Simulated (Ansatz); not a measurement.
A made-up structure of CH5ClSi, closed shell:

```
atom    x (Å)    y (Å)    z (Å)
 Si1  -0.8687   0.3221  -0.1530
  C2   0.9262  -0.2193   0.0329
 Cl3  -0.3648  -1.3316  -1.3973
  H4  -1.7000  -0.8469  -0.5303
  H5  -0.9482   1.3564  -1.2207
  H6  -1.3469   0.8937   1.1294
  H7   1.5728   0.6107   0.3191
  H8   1.3158  -0.6554  -0.8874
```

It is relaxed with PBE-D4/def2-SVP and then PBE0-D4/def2-TZVP (Ansatz 0.2.0). Atoms count as bonded within 1.22 times the sum of their covalent radii (H–H: 0.88 Å). The end point is not checked to be a true minimum.

Does its bonding change? (Judge from chemistry; the calculation decides.)

Computed: Yes. Formed: Cl3–H4; broken: Si1–Cl3, Si1–H4.

Where it ends: The first stage lowers the energy by 5.68 eV in 26 steps. It ends as a complex of CH₄Si ([CH2][SiH2]) + HCl:
```
8
angstrom
Si -0.5943 1.1766 -0.0259
C 0.7413 0.1302 -0.1690
Cl -1.0341 -2.5867 -1.2987
H -0.4934 -1.4780 -0.8648
H -1.0620 2.0184 -1.1452
H -1.4085 1.2548 1.2035
H 1.0915 -0.4731 0.6612
H 1.3455 0.0878 -1.0685
```

Labels in which every atom is bracketed show which atoms are joined, not bond orders.

For scale, one of the runs: PBE0-D4/def2-TZVP relaxation, 135 basis functions, launched by `ansatz run in.yaml --threads 2 --pin off --events-out ev --progress --plain --max-ram 4352MiB`. The run took about 20 s on 2 CPU threads of an Arm Neoverse V2 (shared host).
